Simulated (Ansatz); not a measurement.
C5H10 can be A, `CC1(C)CC1`, or B, `C=C(C)CC`.

Calculated with Ansatz (gas phase, PBE0-D4/def2-TZVP geometries, no zero-point term in ΔE). CCSD(T)/CBS adds triple-zeta CCSD(T) − MP2 to the extrapolated MP2 energy (def2 sets, frozen cores). DFT in def2-TZVPP. B3LYP here is the variant with VWN-RPA as its local correlation; programs differ in this. Each species was taken in one conformer, which may not be the lowest.

A:

Z-matrix (Å, degrees):
```
C
C 1 1.505
H 1 1.095 2 111.0
H 1 1.093 2 111.3 3 120.1
H 1 1.094 2 111.0 3 -119.8
C 2 1.505 1 114.7 3 59.9
C 2 1.499 1 117.8 3 -85.5
C 2 1.499 1 117.8 3 -154.6
H 6 1.093 2 111.3 1 -180.0
H 6 1.095 2 111.0 1 -59.9
H 6 1.094 2 111.0 1 59.9
H 7 1.084 2 118.1 1 -0.2
H 7 1.084 2 118.1 1 144.5
H 8 1.084 2 118.1 1 -144.5
H 8 1.084 2 118.1 1 0.2
```

B:

```xyz
15

C     0.989   -0.649    1.526
C     0.059   -0.268    0.657
C    -1.093    0.597    1.063
C     0.111   -0.689   -0.784
C     0.279    0.473   -1.757
H     1.819   -1.279    1.225
H     0.951   -0.346    2.567
H    -1.081    0.803    2.133
H    -1.078    1.555    0.534
H    -2.046    0.117    0.814
H     0.930   -1.400   -0.918
H    -0.815   -1.226   -1.029
H     1.191    1.034   -1.537
H     0.346    0.110   -2.785
H    -0.562    1.168   -1.709
```

**Question.** Which is lower in electronic energy at CCSD(T)/CBS, and by how much? (Best estimate.)

**Answer.** Ansatz gave: B, by 25.2 kJ/mol.

**Question.** Give E(B) − E(A) in kJ/mol with B3LYP-D4, HF/def2-TZVPP, PBE0-D4, CCSD/def2-TZVPP, CCSD(T)/def2-TZVPP, CCSD(T)/def2-SVP, B2PLYP. (An estimate is asked.)

**Answer.** The calculation gave: B3LYP-D4 -32.9, HF/def2-TZVPP -36.0, PBE0-D4 -11.3, CCSD/def2-TZVPP -23.1, CCSD(T)/def2-TZVPP -24.0, CCSD(T)/def2-SVP -17.2, B2PLYP -28.3. None reverses the order clearly.

**Question.** Does the order hold for the free energy at 298.15 K (harmonic terms from PBE0-D4)? (Best estimate.)

**Answer.** Ansatz gave: Yes: G(B) − G(A) = -32.9 kJ/mol, for one conformer each.

Largest T1 diagnostic: 0.010.

From PBE to PBE0 (25 % exact exchange), in def2-TZVPP and without D4, E(B) − E(A) moves by +6.6 kJ/mol. Leaving LDA and LC-ωPBE aside and taking each functional with its dispersion term where it has one, the values, not all of them listed here, spread over 32.2 kJ/mol, from BLYP-D4 to PBE-QIDH. LDA lies +15.2 kJ/mol from PBE without D4.
